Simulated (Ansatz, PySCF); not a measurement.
CH₂O₂, SMILES O=CO. Atoms are numbered in the order given.

```xyz
5

O     -0.0820     1.1224     0.0000
C      0.3928    -0.1255     0.0000
O     -0.2755    -1.1152     0.0000
H     -1.0493     1.0623     0.0000
H      1.4916    -0.1047     0.0000
```

Geometry: PBE0-D3(BJ)/def2-TZVP. Other conformers were not sampled.

Two levels are set side by side: PBE-D3(BJ)/def2-TZVP (Ansatz, a quantum-chemistry and plane-wave program) and PBE0-D3(BJ)/def2-TZVP (Ansatz). Each level has its own optimised geometry; the coordinates shown are those of the second. Frequencies come from the Hessian of PySCF at each geometry. Differences are taken from unrounded values.

```json
[
 {"quantity": "mean bond length (Å)", "PBE0-D3(BJ)": "1.149"},
 {"quantity": "bond O1–C2 (Å)", "PBE0-D3(BJ)": "1.335"},
 {"quantity": "bond C2–O3 (Å)", "PBE0-D3(BJ)": "1.194"},
 {"quantity": "bond O1–H4 (Å)", "PBE0-D3(BJ)": "0.969"},
 {"quantity": "bond C2–H5 (Å)", "PBE0-D3(BJ)": "1.099"},
 {"quantity": "highest harmonic wavenumber (cm⁻¹)", "PBE0-D3(BJ)": "3765"},
 {"quantity": "mean harmonic wavenumber (cm⁻¹)", "PBE0-D3(BJ)": "1661"},
 {"quantity": "zero-point energy (kcal/mol)", "PBE0-D3(BJ)": "21.37"}
]
```

What does PBE-D3(BJ) give, and how far is it from PBE0-D3(BJ)? (An estimate is asked for; the answer gives what the named calculation found.)


```csv
quantity,PBE-D3(BJ),PBE-D3(BJ) minus PBE0-D3(BJ)
mean bond length (Å),1.163,0.013
bond O1–C2 (Å),1.354,0.019
bond C2–O3 (Å),1.207,0.013
bond O1–H4 (Å),0.982,0.013
bond C2–H5 (Å),1.107,0.008
highest harmonic wavenumber (cm⁻¹),3585,-181
mean harmonic wavenumber (cm⁻¹),1589,-72
zero-point energy (kcal/mol),20.44,-0.93
```

Exact exchange shortens and stiffens bonds; PBE has none. Differences between two approximate levels are no errors against the true value.
